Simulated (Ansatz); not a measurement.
Results of r²SCAN in Ansatz (PAW) for rhombohedral A7 Sb.

Run with plane-wave cutoff 600 eV, 16×16×16 k mesh, Fermi–Dirac smearing 0.05 eV, scalar-relativistic PAW data made under PBE.

Starting structure:

```
CELL_PARAMETERS angstrom
      2.15500     1.24419     3.75667
     -2.15500     1.24419     3.75667
      0.00000    -2.48838     3.75667
ATOMIC_POSITIONS crystal
  Sb 0.76650 0.76650 0.76650
  Sb 0.23350 0.23350 0.23350
```

### Question
Into what structure does the relaxation of cell and atoms lead at this level, with the symmetry of the start kept?

### Answer
The volume grows by 4.5 %; final space group R-3m.
```
CELL_PARAMETERS angstrom
      2.17011     1.25292     3.87067
     -2.17011     1.25292     3.87067
      0.00000    -2.50583     3.87067
ATOMIC_POSITIONS crystal
  Sb 0.76856 0.76856 0.76856
  Sb 0.23144 0.23144 0.23144
```

Note: the cell comes from a level without a dispersion term, which matters for the spacing of layers, chains or molecules.

Ansatz is an electronic-structure program.
